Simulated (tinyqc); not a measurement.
ROHF in the sto-3g basis, for CH2, spin multiplicity 3, step by step. One step of it, computed by the program tinyqc.

Problem. Iteration 2: Roothaan effective Fock matrix. With projectors Pc = D(beta) S, Po = (D(alpha) - D(beta)) S, Pv = 1 - D(alpha) S, the block xy is Px^T F Py; with Fc = (F(alpha) + F(beta))/2, the blocks are Fc for cc, oo, vv and cv, F(beta) for co and F(alpha) for ov.

F(alpha) (hartree):
```
             1C 1s      1C 2s     1C 2px     1C 2py     1C 2pz      2H 1s      3H 1s
1C 1s   -11.114300  -2.995432   0.000000   0.000000  -0.003125  -0.334495  -0.334495
1C 2s    -2.995432  -1.563440   0.000000   0.000000   0.096844  -0.432559  -0.432559
1C 2px    0.000000   0.000000  -0.413099   0.000000   0.000000   0.000000   0.000000
1C 2py    0.000000   0.000000   0.000000  -0.151646   0.000000  -0.283441   0.283441
1C 2pz   -0.003125   0.096844   0.000000   0.000000  -0.186474  -0.215136  -0.215136
2H 1s    -0.334495  -0.432559   0.000000  -0.283441  -0.215136  -0.279845  -0.092746
3H 1s    -0.334495  -0.432559   0.000000   0.283441  -0.215136  -0.092746  -0.279845
```

F(beta) (hartree):
```
             1C 1s      1C 2s    1C 2px     1C 2py     1C 2pz      2H 1s      3H 1s
1C 1s   -11.056280  -2.959155  0.000000   0.000000  -0.001512  -0.327383  -0.327383
1C 2s    -2.959155  -1.162706  0.000000   0.000000  -0.194818  -0.423139  -0.423139
1C 2px    0.000000   0.000000  0.331272   0.000000   0.000000   0.000000   0.000000
1C 2py    0.000000   0.000000  0.000000  -0.052866   0.000000  -0.274998   0.274998
1C 2pz   -0.001512  -0.194818  0.000000   0.000000   0.207266  -0.174833  -0.174833
2H 1s    -0.327383  -0.423139  0.000000  -0.274998  -0.174833  -0.211471  -0.073819
3H 1s    -0.327383  -0.423139  0.000000   0.274998  -0.174833  -0.073819  -0.211471
```

D(alpha) after iteration 1:
```
            1C 1s      1C 2s    1C 2px     1C 2py     1C 2pz      2H 1s      3H 1s
1C 1s    1.058382  -0.237933  0.000000   0.000000   0.074500  -0.008411  -0.008411
1C 2s   -0.237933   0.990117  0.000000   0.000000  -0.326245  -0.043661  -0.043661
1C 2px   0.000000   0.000000  1.000000   0.000000   0.000000   0.000000   0.000000
1C 2py   0.000000   0.000000  0.000000   0.276878   0.000000   0.258459  -0.258459
1C 2pz   0.074500  -0.326245  0.000000   0.000000   0.386563   0.274494   0.274494
2H 1s   -0.008411  -0.043661  0.000000   0.258459   0.274494   0.485861   0.003331
3H 1s   -0.008411  -0.043661  0.000000  -0.258459   0.274494   0.003331   0.485861
```

D(beta) after iteration 1:
```
            1C 1s      1C 2s    1C 2px     1C 2py     1C 2pz      2H 1s      3H 1s
1C 1s    1.020628  -0.084413  0.000000   0.000000  -0.038472  -0.073303  -0.073303
1C 2s   -0.084413   0.365849  0.000000   0.000000   0.133140   0.220214   0.220214
1C 2px   0.000000   0.000000  0.000000   0.000000   0.000000   0.000000   0.000000
1C 2py   0.000000   0.000000  0.000000   0.276878   0.000000   0.258459  -0.258459
1C 2pz  -0.038472   0.133140  0.000000   0.000000   0.048513   0.080315   0.080315
2H 1s   -0.073303   0.220214  0.000000   0.258459   0.080315   0.374323  -0.108207
3H 1s   -0.073303   0.220214  0.000000  -0.258459   0.080315  -0.108207   0.374323
```

overlap S:
```
           1C 1s     1C 2s    1C 2px     1C 2py    1C 2pz     2H 1s      3H 1s
1C 1s   1.000000  0.248362  0.000000   0.000000  0.000000  0.026967   0.026967
1C 2s   0.248362  1.000000  0.000000   0.000000  0.000000  0.304223   0.304223
1C 2px  0.000000  0.000000  1.000000   0.000000  0.000000  0.000000   0.000000
1C 2py  0.000000  0.000000  0.000000   1.000000  0.000000  0.263842  -0.263842
1C 2pz  0.000000  0.000000  0.000000   0.000000  1.000000  0.196133   0.196133
2H 1s   0.026967  0.304223  0.000000   0.263842  0.196133  1.000000   0.066684
3H 1s   0.026967  0.304223  0.000000  -0.263842  0.196133  0.066684   1.000000
```

Give: effective F.

Solution.

effective F (hartree):
```
          1C 1s   1C 2s  1C 2px  1C 2py  1C 2pz   2H 1s   3H 1s
1C 1s   -11.086  -2.973   0.000   0.000  -0.011  -0.334  -0.334
1C 2s    -2.973  -1.292   0.000   0.000  -0.068  -0.427  -0.427
1C 2px    0.000   0.000  -0.041   0.000   0.000   0.000   0.000
1C 2py    0.000   0.000   0.000  -0.102   0.000  -0.279   0.279
1C 2pz   -0.011  -0.068   0.000   0.000  -0.062  -0.229  -0.229
2H 1s    -0.334  -0.427   0.000  -0.279  -0.229  -0.260  -0.098
3H 1s    -0.334  -0.427   0.000   0.279  -0.229  -0.098  -0.260
```
